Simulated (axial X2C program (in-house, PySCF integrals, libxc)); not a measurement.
# ClSiCl: bond lengths and stretches, held linear

How do method and spin–orbit coupling move the bonds and stretches of ClSiCl, held linear?

Computed with an in-house X2C program for linear molecules on PySCF integrals. Level: all-electron X2C, two-component (2c) or spin-free, Cl dyall-av3z, Si dyall-v3z.

All values are calculated.

2 further runs of the same task are left out: 2 set aside as unsound or not needed.

## (1) The job

Contents of task.json:

```json
{"zs": [17, 14, 17], "q": 0, "bas": ["dyall-av3z", "dyall-v3z", "dyall-av3z"], "r0": [2.15, 2.15], "symm": 1, "scan": ["PBE0", "HF", "PBE"], "levels": ["PBE0", "HF", "BHandHLYP"], "nst": 2}
```

Keys: zs atomic numbers; q charge; bas basis sets; r0 starting distance in Å; symm equal bonds; scan levels of the two-bond scan (MP2 follows by itself at each HF point); levels methods; nst determinants followed.

The run is started by

```
$ python solin.py task.json out
```

Masses Cl 34.969, Si 27.977, Cl 34.969 u.

## (2) Scan at PBE0, 2c

State: Ω = 0 (all partner blocks equally filled). Energies above the lowest point, from the job's result record:

```tsv
r(Cl–Si) (Å)	r(Si–Cl) (Å)	E (meV)
2.1489	2.1489	43.49
2.1489	2.2040	17.39
2.1489	2.2591	19.73
2.2040	2.1489	17.39
2.2040	2.2040	0.00
2.2040	2.2591	10.81
2.2040	2.3142	44.19
2.2591	2.1489	19.73
2.2591	2.2040	10.81
2.2591	2.2591	29.85
2.3142	2.2040	44.19
2.3142	2.3142	120.10
```

A quadratic surface with cubic terms in each bond gives the minimum at 2.208 and 2.208 Å, force constants 1.46, 1.46 and coupling 0.43 mdyn/Å.

## (3) Scan at HF, 2c

State: Ω = 0 (all partner blocks equally filled). Energies above the lowest point, from the job's result record:

```tsv
r(Cl–Si) (Å)	r(Si–Cl) (Å)	E (meV)
2.1489	2.1489	87.20
2.1489	2.2040	41.60
2.1489	2.2591	22.50
2.2040	2.1489	41.60
2.2040	2.2040	7.66
2.2040	2.2591	0.00
2.2040	2.3142	13.30
2.2591	2.1489	22.50
2.2591	2.2040	0.00
2.2591	2.2591	3.58
2.3142	2.2040	13.30
2.3142	2.3142	62.70
```

A quadratic surface with cubic terms in each bond gives the minimum at 2.235 and 2.235 Å, force constants 1.22, 1.22 and coupling 0.59 mdyn/Å.

## (4) Scan at PBE, 2c

State: Ω = 0 (all partner blocks equally filled). Energies above the lowest point, from the job's result record:

```tsv
r(Cl–Si) (Å)	r(Si–Cl) (Å)	E (meV)
2.1489	2.1489	68.42
2.1489	2.2040	30.84
2.1489	2.2591	22.32
2.2040	2.1489	30.84
2.2040	2.2040	1.00
2.2040	2.2591	0.00
2.2040	2.3142	22.06
2.2591	2.1489	22.32
2.2591	2.2040	0.00
2.2591	2.2591	6.28
2.3142	2.2040	22.06
2.3142	2.3142	71.15
```

A quadratic surface with cubic terms in each bond gives the minimum at 2.227 and 2.227 Å, force constants 1.39, 1.39 and coupling 0.38 mdyn/Å.

## (5) Comparison

| level | r(Cl–Si) (Å) | r(Si–Cl) (Å) | lower stretch (cm⁻¹) | upper stretch (cm⁻¹) |
| --- | --- | --- | --- | --- |
| PBE0, 2c | 2.208 | 2.208 | 302.9 | 417.6 |
| HF, 2c | 2.235 | 2.235 | 296.6 | 327.9 |
| PBE, 2c | 2.227 | 2.227 | 293.0 | 413.0 |
| MP2, 2c | 2.193 | 2.193 | 306.4 | 437.5 |
| PBE0, spin-free | 2.207 | 2.207 | 303.0 | 417.6 |
| HF, spin-free | 2.234 | 2.234 | 296.7 | 327.9 |
| PBE, spin-free | 2.227 | 2.227 | 293.1 | 413.1 |
| MP2, spin-free | 2.193 | 2.193 | 306.4 | 437.5 |

Scans not shown above were run alike.

In words: Over the levels the Cl–Si bond spans 2.193 to 2.235 Å and the Si–Cl bond 2.193 to 2.235 Å. At PBE0 spin–orbit coupling leaves both bonds unchanged to 0.001 Å. Each state is one determinant, the lowest of a limited PBE0 search; the stretches come from a fit to few points and are good to some per cent at best. The upper stretch spreads by more than a fifth over the levels, so it depends strongly on the method. The stretches are sorted by size, and where the two bonds are alike the symmetric and antisymmetric modes can swap order between levels. MP2 freezes inner shells (threshold -2 hartree). The molecule was held linear; bending was not examined, so a bent shape may lie lower.
